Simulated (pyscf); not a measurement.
Single points on ωB97X-D3(BJ)/def2-SVP structures (PySCF, gas phase).

Question: How much does it cost (ΔH, 298 K, ωB97M-D3(BJ)/def2-TZVP) to split H₃C–CH₂–CH=CH–OH at its C–O bond into •HC=CH–CH₂–CH₃ + OH•?

Answer: C–O to •HC=CH–CH₂–CH₃ + OH•: 109.4 kcal/mol. The 7 functionals that were run give +104.4 (r²SCAN) to +111.5 kcal/mol (PBE). The radicals are drawn with the spin at the cut bond; how far it spreads was not checked. H₃C–CH₂–CH=CH–OH lies 15.9 kcal/mol over its isomer H₃C–CH₂–C(CH₃)=O, and others may lie lower still (electronic energy, ωB97M-D3(BJ)). •HC=CH–CH₂–CH₃ lies 27.8 kcal/mol over its isomer •H₂C–CH=CH–CH₃, and others may lie lower still (electronic energy, ωB97M-D3(BJ)). Left out: the spin-orbit lowering of OH.
